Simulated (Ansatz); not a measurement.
# fcc Be (model structure)

Computed with r²SCAN in Ansatz (plane waves, PAW).

Run with plane-wave cutoff 500 eV, 38×38×38 k mesh, Fermi–Dirac smearing 0.1 eV, scalar-relativistic PAW data made under PBE.

Cell (relaxed at this level):

```
Be
1.0
    0.00000     1.58014     1.58014
    1.58014     0.00000     1.58014
    1.58014     1.58014     0.00000
Be
1
Direct
  0.00000   0.00000   0.00000
```

```yaml
band_gap: none
```

Note: the relaxation could raise the start's symmetry but not lower it, so the cell can be a saddle point.

It cost very roughly 60 core-seconds of CPU time.

A model structure was made by putting elements into a prototype or built by hand; it is no filed structure, need not be a known phase, and can be a saddle point held by its symmetry.

Ansatz is a first-principles code.
